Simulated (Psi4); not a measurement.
# U-wB97M-V/def2-SVP run of doublet C3H5F+

Aim: a single-point energy of doublet C3H5F+. 

The results are computed with Psi4 1.11.

2 further runs of the same task are left out: 2 set aside as unsound or not needed.

## (1) The molecule

The species is C3H5F+ (9 atoms), meant as a doublet with charge +1. SMILES of the parent species: `C=CCF`. The shape is that of a PBE0-D4/def2-TZVP optimisation. That shape belongs to the parent species and isn't relaxed for this state.

Bond lengths: C1–C2 1.324 Å, C2–C3 1.486 Å, C3–F4 1.387 Å, C1–H5 1.084 Å, C1–H6 1.086 Å, C2–H7 1.087 Å, C3–H8 1.096 Å, C3–H9 1.094 Å. Some angles: C1–C2–C3 123.6°, C2–C3–F4 110.3°, C1–C2–H7 120.6°, C3–C2–H7 115.9°, C2–C1–H5 121.7°, C2–C1–H6 121.3°, C2–C3–H8 111.1°, C2–C3–H9 111.2°, F4–C3–H8 106.9°, F4–C3–H9 108.2°.

## (2) The energy at U-wB97M-V/def2-SVP

Contents of calc.inp:

```
memory 1600 MB

molecule molecule1 {
  1 2
  C     -1.09226170     2.12121757    -1.14895348
  C      0.66612846     0.40704701    -0.66782921
  C      0.37889009    -1.61155844     1.26328191
  F      0.81352710    -3.96502335     0.19331898
  H     -0.79840929     3.60786512    -2.52599691
  H     -2.89449351     2.10515490    -0.16837460
  H      2.45626602     0.43595982    -1.67524221
  H      1.75706735    -1.38101185     2.79150343
  H     -1.52463104    -1.61061358     2.06868319
  units bohr
  symmetry c1
  no_reorient
  no_com
}

set {
  basis                def2-SVP
  reference            uks
  puream               true
  e_convergence        1e-09
  d_convergence        1e-08
  scf_type             pk
  dft_radial_points    99
  dft_spherical_points 590
  maxiter              200
}

result, w = energy("wb97m-v", return_wfn=True)
print_variables()
```

On the command line:

```sh
$ psi4 -i calc.inp -o calc.out -n 1
```

Q: Predict the results. Wanted: total energy; HOMO energy; LUMO energy; ⟨S²⟩.

**Answer.** As computed:

Level: U-wB97M-V/def2-SVP.

```
                          quantity          value
                      total energy  -216.48908 Eh
HOMO energy (highest over α and β)      -17.89 eV
 LUMO energy (lowest over α and β)      -10.67 eV
                              ⟨S²⟩          0.753
```
